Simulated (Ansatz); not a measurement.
This script drives Ansatz 0.2.0, Python API.

`composite_bh3s2.py`:
```python
'''Relax BH3S2 cheaply, then refine its energy.'''

import itertools

import ansatz as az
from ase.data import atomic_numbers, covalent_radii
import numpy as np

GEOMETRY = '''
S    -1.39830   -0.34770   -0.85530
B     0.23660   -0.37050   -0.03810
S     0.83310    1.11640    0.92350
H    -0.82400    0.22850   -2.05750
H     0.90840   -1.34580   -0.14570
H     0.28630    0.65500    2.12700
'''

mol = az.Crystal.molecule()
for line in GEOMETRY.strip().splitlines():
    symbol, *xyz = line.split()
    mol = mol.atom(symbol, [float(v) for v in xyz])

job = (
    mol.calculation()
    .basis(gaussian='def2-SVP')
    .functional('B3LYP')
)
symbols = [site.symbol for site in mol.cartesian_sites]
start = np.array([site.position_ang for site in mol.cartesian_sites], dtype=float)
report = job.relax(force_tolerance=0.01).run(threads=1, backend='cpu').report
end = np.array(report['positions_ang'])
# pairs closer than 1.2 times the sum of covalent radii, before or after
radius = [covalent_radii[atomic_numbers[s]] for s in symbols]
span = lambda where, i, j: np.linalg.norm(where[i] - where[j])
bonded = [(i, j) for i, j in itertools.combinations(range(len(symbols)), 2) if min(span(start, i, j), span(end, i, j)) < 1.2 * (radius[i] + radius[j])]
print('pair        before    after (A)')
for i, j in bonded:
    print(f'{symbols[i]}{i}-{symbols[j]}{j}'.ljust(10), f'{span(start, i, j):8.4f} {span(end, i, j):8.4f}')
for first, second in list(itertools.combinations(bonded, 2)):
    shared = set(first) & set(second)
    if shared and symbols[(j := shared.pop())] != 'H':
        i, k = sorted((set(first) | set(second)) - {j})
        u, v = end[i] - end[j], end[k] - end[j]
        angle = np.degrees(np.arccos(np.clip(u @ v / np.linalg.norm(u) / np.linalg.norm(v), -1, 1)))
        print(f'final angle {symbols[i]}{i}-{symbols[j]}{j}-{symbols[k]}{k}: {angle:.2f} deg')

minimum = az.Crystal.molecule()
for symbol, place in zip(symbols, end):
    minimum = minimum.atom(symbol, place.tolist())
at_minimum = minimum.calculation()
# MP2 extrapolated to the basis limit, plus the small-basis difference CCSD(T) - MP2
level = lambda method, basis: at_minimum.basis(gaussian=basis).correlation(method).run(threads=1, backend='cpu').report
small, large, cluster = level('mp2', 'cc-pVDZ'), level('mp2', 'cc-pVTZ'), level('ccsd_t', 'cc-pVDZ')
corr = lambda each: (each['free_energy_ev'] - each['reference_energy_ev']) / 27.211386246
mp2_limit = (27 * corr(large) - 8 * corr(small)) / 19
pieces = {'HF / cc-pVTZ': large['reference_energy_ev'] / 27.211386246, 'MP2 correlation, DZ-TZ limit': mp2_limit, 'CCSD(T) - MP2 / cc-pVDZ': corr(cluster) - corr(small)}
for name, value in pieces.items():
    print(f'{name:32s} {value:14.6f} Ha')
print(f'{"sum":32s} {sum(pieces.values()):14.6f} Ha')
print('T1 diagnostic', round(cluster['correlation']['coupled_cluster']['t1_diagnostic'], 4))
```

It is started by `python composite_bh3s2.py`. Estimate its wall time and peak memory on 1 thread of Arm Neoverse V2 (shared host).

It took about 27 s, with a peak of 0.29 GiB, for 4 runs of the engine.

Running `python composite_bh3s2.py` prints:
```text
pair        before    after (A)
S0-B1        1.8279   1.7957
S0-H3        1.4516   1.3560
B1-S2        1.8685   1.8001
B1-H4        1.1892   1.2005
S2-H5        1.4001   1.3527
final angle B1-S0-H3: 99.22 deg
final angle S0-B1-S2: 123.00 deg
final angle S0-B1-H4: 115.75 deg
final angle S2-B1-H4: 121.25 deg
final angle B1-S2-H5: 97.39 deg
HF / cc-pVTZ                        -821.591035 Ha
MP2 correlation, DZ-TZ limit          -0.501332 Ha
CCSD(T) - MP2 / cc-pVDZ               -0.055063 Ha
sum                                 -822.147431 Ha
T1 diagnostic 0.0146
```

Reading the output:
- Total energies depend on the basis set; only differences at equal settings carry meaning.
- The sum leaves out core correlation, relativity, the Hartree-Fock basis error and zero-point energy; a DZ-TZ extrapolation is rough.
- b3lyp holds the VWN-RPA fit, as in Gaussian; the form of ORCA and Turbomole is b3lyp5.
- Inner cores stay frozen, so this is valence correlation.
- For Al to Cl the sets with a tight d function, cc-pV(X+d)Z, are usual.
- An extrapolation from small basis sets is rough.
